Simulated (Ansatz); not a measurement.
## Relaxing Sc3Re

Theory: DFT PBE, scalar-relativistic, plane waves, PAW (Ansatz 0.2.0). Cutoff 420 eV, Γ-centred k mesh, Gaussian smearing, no spin polarisation in the final step.

Sc3Re was placed on the Cu3Au (L1_2) structure type (Pm-3m, No. 221), with Re in place of Au, Sc in place of Cu, at a guessed volume.

```xyz
4
Lattice="4.1339 0.0000 0.0000 0.0000 4.1339 0.0000 0.0000 0.0000 4.1339" Properties=species:S:1:pos:R:3 pbc="T T T"
Sc    0.0000    2.0669    2.0669
Sc    2.0669    0.0000    2.0669
Sc    2.0669    2.0669    0.0000
Re    0.0000    0.0000    0.0000
```

Cell and atoms relax at zero pressure; the relaxation can't lower the symmetry of the start. After a coarse first stage the cell is made exact in the group found at 0.06 Å.

The zero of energy is the elements' standard structures at the same level; no fitted shifts are applied.

Task: Describe the relaxed structure.

Result: It keeps Pm-3m (No. 221). The result has the Cu3Au (L1_2) structure. Conventional cell: a = 4.307 Å. Around Sc lie 4 Re at 3.05 Å and 8 Sc at 3.05 Å; Re has 12 Sc at 3.05 Å.

```cif
data_structure
_symmetry_space_group_name_H-M 'Pm-3m'
_symmetry_Int_Tables_number 221
_cell_length_a 4.3073
_cell_length_b 4.3073
_cell_length_c 4.3073
_cell_angle_alpha 90.000
_cell_angle_beta 90.000
_cell_angle_gamma 90.000
_cell_volume 79.91
loop_
_atom_site_label
_atom_site_type_symbol
_atom_site_symmetry_multiplicity
_atom_site_Wyckoff_symbol
_atom_site_fract_x
_atom_site_fract_y
_atom_site_fract_z
_atom_site_occupancy
Sc1 Sc 3 c 0.00000 0.50000 0.50000 1
Re1 Re 1 a 0.00000 0.00000 0.00000 1
```

Task: What are its volume, energy, density and gap?

Result: The volume per atom is 19.98 Å³, the density is 6.67 g/cm³ and the energy over the elements is 0.13 eV/atom. The gap on the 12×12×12 mesh is 0 eV (a metal).

The final run used a 12×12×12 mesh on its 4-atom cell and 0.10 eV smearing. For metals, differences of a few meV/atom aren't resolved. Spin–orbit coupling is left out. A structure relaxed within its symmetry needn't be a true minimum.

Cost: 3 runs of about 0.51 core-minutes in all, on Intel Xeon Platinum 8581C (Emerald Rapids) (shared hosts).